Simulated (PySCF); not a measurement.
CHOS, charge +2, doublet (typed; the unrestricted solution is spin-contaminated), at a GFN2-xTB geometry of the parent state (a state made from the parent by changing its charge; the spin is typed, not shown lowest); PySCF with MP2/STO-3G.

Here is a job for PySCF.
```python
from pyscf import gto, scf, mp

mol = gto.Mole()
mol.atom = '''
    O    -0.341805    0.101021   -1.687045
    C    -0.131217    0.040980   -0.583260
    S     0.275850   -0.094739    0.974709
    H    -0.891865    0.461767    1.400571
'''
mol.basis = 'sto-3g'
mol.charge = 2
mol.spin = 1
mol.verbose = 4
mol.build()

mf = scf.UHF(mol)
mf.kernel()

pt = mp.MP2(mf)
pt.kernel()
print('E(MP2) = %.10f' % pt.e_tot)
mf.analyze()
```

### Question
Write the output that PySCF gives for this input, abridged.

### Answer

```
PySCF version 2.14.0

[INPUT] verbose = 4
[INPUT] num. atoms = 4
[INPUT] num. electrons = 29
[INPUT] charge = 2
[INPUT] spin (= nelec alpha-beta = 2S) = 1
[INPUT] symmetry False subgroup None
[INPUT] Mole.unit = angstrom
[INPUT] Symbol           X                Y                Z      unit          X                Y                Z       unit  Magmom
[INPUT]  1 O     -0.341805000000   0.101021000000  -1.687045000000 AA   -0.645917838007   0.190902022830  -3.188053009817 Bohr   0.0
[INPUT]  2 C     -0.131217000000   0.040980000000  -0.583260000000 AA   -0.247964192887   0.077440976585  -1.102201659414 Bohr   0.0
[INPUT]  3 S      0.275850000000  -0.094739000000   0.974709000000 AA    0.521280951461  -0.179030763315   1.841933061149 Bohr   0.0
[INPUT]  4 H     -0.891865000000   0.461767000000   1.400571000000 AA   -1.685380590085   0.872613163362   2.646695608008 Bohr   0.0

nuclear repulsion = 87.7584106767063
number of shells = 12
number of NR pGTOs = 60
number of NR cGTOs = 20
basis = sto-3g
ecp = {}

******** <class 'pyscf.scf.uhf.UHF'> ********
method = UHF
initial guess = minao
damping factor = 0
level_shift factor = 0
DIIS = <class 'pyscf.scf.diis.CDIIS'>
diis_start_cycle = 1
diis_space = 8
diis_damp = 0
SCF conv_tol = 1e-09
SCF conv_tol_grad = None
SCF max_cycles = 50
direct_scf = True
direct_scf_tol = 1e-13
number electrons alpha = 15  beta = 14
Set gradient conv threshold to 3.16228e-05
init E= -505.463104076805

cycle= 1 E= -503.93293814102  delta_E= 1.53  |g|= 0.545  |ddm|= 2.12
cycle= 2 E= -503.95882112993  delta_E= -0.0259  |g|= 0.594  |ddm|= 1.12
cycle= 3 E= -504.128174126925  delta_E= -0.169  |g|= 0.0438  |ddm|= 0.534
cycle= 4 E= -504.131367375608  delta_E= -0.00319  |g|= 0.0218  |ddm|= 0.104
cycle= 5 E= -504.132594152562  delta_E= -0.00123  |g|= 0.0178  |ddm|= 0.0548
cycle= 6 E= -504.133788826073  delta_E= -0.00119  |g|= 0.0164  |ddm|= 0.0551
cycle= 7 E= -504.136751671749  delta_E= -0.00296  |g|= 0.0123  |ddm|= 0.162
cycle= 8 E= -504.138247872974  delta_E= -0.0015  |g|= 0.00764  |ddm|= 0.13
cycle= 9 E= -504.138486092659  delta_E= -0.000238  |g|= 0.00598  |ddm|= 0.0352
cycle= 10 E= -504.13854921429  delta_E= -6.31e-05  |g|= 0.00844  |ddm|= 0.153
cycle= 11 E= -504.13885465263  delta_E= -0.000305  |g|= 0.00212  |ddm|= 0.0692
cycle= 12 E= -504.138746158213  delta_E= 0.000108  |g|= 0.00462  |ddm|= 0.0493
cycle= 13 E= -504.138888263443  delta_E= -0.000142  |g|= 0.00047  |ddm|= 0.0548
cycle= 14 E= -504.138883444725  delta_E= 4.82e-06  |g|= 0.000857  |ddm|= 0.00989
cycle= 15 E= -504.138888290202  delta_E= -4.85e-06  |g|= 0.000176  |ddm|= 0.0116
cycle= 16 E= -504.138888422503  delta_E= -1.32e-07  |g|= 4.04e-05  |ddm|= 0.00173
cycle= 17 E= -504.138888425588  delta_E= -3.09e-09  |g|= 1.43e-05  |ddm|= 0.000149
cycle= 18 E= -504.138888426056  delta_E= -4.68e-10  |g|= 3.01e-06  |ddm|= 9.9e-05
Extra cycle  E= -504.138888426073  delta_E= -1.75e-11  |g|= 2.32e-06  |ddm|= 5.49e-06
converged SCF energy = -504.138888426073  <S^2> = 1.0235868  2S+1 = 2.2570661

******** <class 'pyscf.mp.ump2.UMP2'> ********
nocc = (np.int64(15), np.int64(14)), nmo = (20, 20)
E(UMP2) = -504.289106456614  E_corr = -0.150218030540972
E(SCS-UMP2) = -504.287384059162  E_corr = -0.148495633088595
E_corr(same-spin) = -0.0366530810314285
E_corr(oppo-spin) = -0.113564949509543
E(MP2) = -504.2891064566
**** SCF Summaries ****
Total Energy =                        -504.138888426073436
Nuclear Repulsion Energy =              87.758410676706347
One-electron Energy =                 -850.121095036962743
Two-electron Energy =                  258.223795934182931
Two-electron Coulomb Energy =          296.220824812820638
DFT Exchange-Correlation Energy =      -37.997028878637707
**** MO energy ****
                             alpha | beta                alpha | beta
MO #1   energy= -91.7574854212098  | -91.7478256493452  occ= 1 | 1
MO #2   energy= -21.2828518219691  | -21.2583242841223  occ= 1 | 1
MO #3   energy= -11.9005678607894  | -11.9226189937692  occ= 1 | 1
MO #4   energy= -9.60854136903473  | -9.59446817329146  occ= 1 | 1
MO #5   energy= -7.25238301241776  | -7.22800768193741  occ= 1 | 1
MO #6   energy= -7.23764014772264  | -7.22535614635534  occ= 1 | 1
MO #7   energy= -7.23281155664636  | -7.20567601681899  occ= 1 | 1
MO #8   energy= -2.18130514944905  | -2.1002971975034   occ= 1 | 1
MO #9   energy= -1.74800878126951  | -1.69029489696629  occ= 1 | 1
MO #10  energy= -1.35693921206072  | -1.33103981374643  occ= 1 | 1
MO #11  energy= -1.29625901174115  | -1.25997336851354  occ= 1 | 1
MO #12  energy= -1.29016844966289  | -1.21296362661239  occ= 1 | 1
MO #13  energy= -1.25958652308929  | -1.19257281033591  occ= 1 | 1
MO #14  energy= -1.1275978635893   | -1.07149401293407  occ= 1 | 1
MO #15  energy= -1.1004442005782   | -0.569005723360802 occ= 1 | 0
MO #16  energy= -0.399073470810243 | -0.405847842401405 occ= 0 | 0
MO #17  energy= -0.366217801351003 | -0.317094563777823 occ= 0 | 0
MO #18  energy= -0.272592918980829 | -0.275899505935238 occ= 0 | 0
MO #19  energy= -0.193857079964018 | -0.18663521540928  occ= 0 | 0
MO #20  energy= 0.42451950442075   | 0.431591035150343  occ= 0 | 0

To work with the spin densities directly, `use mulliken_meta_spin()` only printing them here.

 ** Mulliken spin pop alpha/beta on meta-lowdin orthogonal AOs **
 ** Mulliken Spin Density (per AO)  **
spin_pop of  0 O 1s       -0.00001
spin_pop of  0 O 2s        0.01793
spin_pop of  0 O 2px       0.30434
spin_pop of  0 O 2py       0.46800
spin_pop of  0 O 2pz       0.04150
spin_pop of  1 C 1s        0.00001
spin_pop of  1 C 2s       -0.08676
spin_pop of  1 C 2px      -0.27767
spin_pop of  1 C 2py      -0.38498
spin_pop of  1 C 2pz      -0.05499
spin_pop of  2 S 1s        0.00000
spin_pop of  2 S 2s       -0.00001
spin_pop of  2 S 3s        0.02228
spin_pop of  2 S 2px       0.00002
spin_pop of  2 S 2py       0.00012
spin_pop of  2 S 2pz      -0.00000
spin_pop of  2 S 3px       0.18861
spin_pop of  2 S 3py       0.74737
spin_pop of  2 S 3pz       0.08127
spin_pop of  3 H 1s       -0.06703
 ** Mulliken Spin Density (per atom)  **
spin density of  0 O =      0.83176
spin density of  1 C =     -0.80440
spin density of  2 S =      1.03966
spin density of  3 H =     -0.06703
 ** Mulliken pop alpha/beta on meta-lowdin orthogonal AOs **
 ** Mulliken pop       alpha | beta **
pop of  0 O 1s        0.99995 | 0.99995
pop of  0 O 2s        0.86292 | 0.84500
pop of  0 O 2px       0.78668 | 0.48234
pop of  0 O 2py       0.81296 | 0.34495
pop of  0 O 2pz       0.74451 | 0.70301
pop of  1 C 1s        0.99998 | 0.99997
pop of  1 C 2s        0.49615 | 0.58292
pop of  1 C 2px       0.26158 | 0.53925
pop of  1 C 2py       0.24494 | 0.62992
pop of  1 C 2pz       0.46005 | 0.51505
pop of  2 S 1s        1.00000 | 1.00000
pop of  2 S 2s        0.99983 | 0.99984
pop of  2 S 3s        0.88829 | 0.86602
pop of  2 S 2px       0.99977 | 0.99974
pop of  2 S 2py       0.99992 | 0.99980
pop of  2 S 2pz       0.99964 | 0.99964
pop of  2 S 3px       0.73170 | 0.54309
pop of  2 S 3py       0.89322 | 0.14585
pop of  2 S 3pz       0.46268 | 0.38142
pop of  3 H 1s        0.35521 | 0.42224
In total            15.00000 | 14.00000
 ** Mulliken atomic charges   ( Nelec_alpha | Nelec_beta ) **
charge of  0O =      0.41773  (     4.20702      3.37525 )
charge of  1C =      0.27019  (     2.46270      3.26710 )
charge of  2S =      1.08953  (     7.97506      6.93540 )
charge of  3H =      0.22255  (     0.35521      0.42224 )

WARN: System has nonzero charge 2; the dipole moment is origin-dependent.
Location of origin: [0. 0. 0.]

Dipole moment(X, Y, Z, Debye): -1.31451,  0.69570,  2.50653
```
